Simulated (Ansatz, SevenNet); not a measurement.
hcp Hf: properties by level of theory

Reference values: lattice constant a 3.194 Å (measured, 293 K, not corrected to a static lattice, our sources range from 3.194 to 3.200; as tabulated in Wikipedia's data pages); lattice parameter c 5.051 Å (measured, 293 K, not corrected to a static lattice; as tabulated in Wikipedia's data pages).

```csv
level (code),equilibrium lattice constant a (Å),c axis length (Å)
SevenNet-0,3.181,5.131
SevenNet-l3i5,3.200,5.067
r²SCAN+rVV10 (Ansatz),3.185,5.030
```

Differences from the reference values (errors of the level alone only where the reference is corrected to a static lattice):

```csv
level,lattice constant a (%),lattice parameter c (%)
SevenNet-0,-0.41,+1.58
SevenNet-l3i5,+0.19,+0.32
r²SCAN+rVV10,-0.28,-0.42
```

Nearest: lattice constant a, not ranked (reference at room or unstated temperature); lattice parameter c, not ranked (reference at room or unstated temperature).

Machine-learned potentials (SevenNet-0, SevenNet-l3i5) are trained on DFT data: a solid inside that data is no test of them.

Ansatz's density-functional and Hartree–Fock values are scalar-relativistic unless marked +SOC, with PAW data made under PBE.

Differences are worked out from the printed values.

Ansatz is an electronic-structure program.
